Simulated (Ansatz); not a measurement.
Consider the hydrogenolysis of a C–O bond: `CNC(C)O` + H₂ → `CCNC` + H₂O.

Program: Ansatz. Geometries: PBE0-D4/def2-TZVP. ΔE: electronic, gas phase. CBS: MP2 limit from def2 TZ/QZ plus the TZ coupled-cluster correction, frozen cores. This one scheme is used for every species. Functionals use def2-TZVPP. One conformer a species, not always the lowest.

| level | ΔE (kcal/mol) | difference from CCSD(T)/CBS |
| --- | --- | --- |
| PBE-D4 | -16.1 | 1.8 |
| r2SCAN-D4 | -15.7 | 2.2 |
| ωB97X-V | -16.1 | 1.8 |
| ωB97M-V | -16.4 | 1.5 |
| B2PLYP | -18.0 | -0.1 |
| PBE0 | -18.2 | -0.3 |
| HF/def2-TZVPP | -20.3 | -2.4 |
| HF/def2-QZVPP | -20.5 | -2.6 |
| MP2/def2-QZVPP | -18.0 | -0.1 |
| CCSD/CBS(def2) | -19.0 | -1.1 |
| CCSD(T)/CBS | -17.9 | 0 |

Largest T1 diagnostic among the species: 0.010.

The D4 term adds +1.7 kcal/mol with B3LYP and +0.9 kcal/mol with PBE0; it sums over pairs of atoms, weighted by their polarisabilities, and B3LYP, whose exchange is more repulsive, gets the larger term. From PBE to PBE0 (25 % exact exchange), in def2-TZVPP and without D4, ΔE moves by −1.1 kcal/mol.

B3LYP here is the variant with VWN-RPA as its local correlation; programs differ in this.
